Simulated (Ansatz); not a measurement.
## Worked example: building the atomization energy of CH6Si, singlet

Measured: the G2/97 heats of formation, with zero-point and thermal terms from B3LYP taken off, give an electronic atomization energy of 627.2 kcal/mol (Curtiss et al., J. Chem. Phys. 106, 1063 (1997); Staroverov et al., J. Chem. Phys. 119, 12129 (2003)). The calculation below tries to reproduce it.

Geometry (MP2(full)/6-31G*, from the G2/97 set):

```xyz
8

C     0.0000    0.0000   -1.2762
Si    0.0000    0.0000    0.6040
H     0.0000   -1.0198   -1.6681
H    -0.8831    0.5099   -1.6681
H     0.8831    0.5099   -1.6681
H     0.0000    1.3912    1.1270
H    -1.2048   -0.6956    1.1270
H     1.2048   -0.6956    1.1270
```

Atomization energies (atoms less molecule, kcal/mol) from Ansatz 0.2.0, frozen cores, restricted molecule, unrestricted atoms (their steps beyond CCSDT(Q) from restricted open-shell runs), sets cc-pV(D+d)Z, cc-pV(T+d)Z, cc-pV(Q+d)Z:

```json
{"level": "HF", "DZ": "481.11", "TZ": "488.66", "QZ": "489.82"}
{"level": "CCSD(T)", "DZ": "587.07", "TZ": "615.71", "QZ": "623.98"}
{"level": "CCSDT", "DZ": "587.14", "TZ": "615.52", "QZ": "–"}
{"level": "CCSDT(Q)", "DZ": "587.31", "TZ": "615.71", "QZ": "–"}
{"level": "CCSDTQ", "DZ": "587.31", "TZ": "–", "QZ": "–"}
```

Extrapolate Hartree–Fock with exp(−5.46 √X) and the CCSD(T) correlation part with X⁻³ (X = 3, 4), add each higher step from the largest set that has it, and compare with the measured value.

Hartree–Fock: 489.82 + (489.82 − 488.66) × 0.301 = 490.17.
Correlation: TZ 127.05, QZ 134.16; (64 × 134.16 − 27 × 127.05) / 37 = 139.35.
Full triples (TZ): 615.52 − 615.71 = -0.19.
(Q) (TZ): 615.71 − 615.52 = 0.19.
Full quadruples (DZ): 587.31 − 587.31 = 0.00.
Sum: 629.5 kcal/mol, 2.3 above the measured 627.2.

The steps beyond CCSD(T) add 0.00 kcal/mol, while going from QZ to the limit adds 5.54. Core correlation, scalar relativity, spin–orbit terms and the relaxation from this MP2 geometry are missing from the sum, and the measured value has its own uncertainty.
